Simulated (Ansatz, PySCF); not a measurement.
methane cation (CH4), SMILES C (connectivity only; charge and spin as stated), charge +1, multiplicity 2. Atoms are numbered in the order given.

```xyz
5

C      0.0000     0.0000     0.0000
H     -0.7468    -0.7468    -0.3748
H      0.7468     0.7468    -0.3748
H     -0.7468     0.7468     0.3748
H      0.7468    -0.7468     0.3748
```
Charge +1, spin multiplicity 2.

Geometry: B3LYP-D3(BJ)/def2-TZVPD. The multiplicity is an assumed one; other spin states were not compared.

Two levels are set side by side: PBE-D3(BJ)/def2-TZVPD (Ansatz, a program for electronic structure) and B3LYP-D3(BJ)/def2-TZVPD (PySCF). Each level has its own optimised geometry; the coordinates shown are those of the second. Frequencies come from the Hessian of PySCF at each geometry. Differences are taken from unrounded values.

```csv
quantity,B3LYP-D3(BJ)
mean bond length (Å),1.121
bond C1–H2 (Å),1.121
bond C1–H3 (Å),1.121
bond C1–H4 (Å),1.121
bond C1–H5 (Å),1.121
highest harmonic wavenumber (cm⁻¹),2862
mean harmonic wavenumber (cm⁻¹),1745
zero-point energy (kcal/mol),22.45
```

**Question.** What does PBE-D3(BJ) give, and how far is it from B3LYP-D3(BJ)? (The exact figures need the calculation; the answer reports its results.)

**Answer.** 
| quantity | PBE-D3(BJ) | PBE-D3(BJ) minus B3LYP-D3(BJ) |
|---|---|---|
| mean bond length (Å) | 1.128 | 0.007 |
| bond C1–H2 (Å) | 1.128 | 0.007 |
| bond C1–H3 (Å) | 1.128 | 0.007 |
| bond C1–H4 (Å) | 1.128 | 0.007 |
| bond C1–H5 (Å) | 1.128 | 0.007 |
| highest harmonic wavenumber (cm⁻¹) | 2838 | -24 |
| mean harmonic wavenumber (cm⁻¹) | 1732 | -13 |
| zero-point energy (kcal/mol) | 22.28 | -0.17 |

Exact exchange shortens and stiffens bonds; PBE has none. Differences between two approximate levels are no errors against the true value.
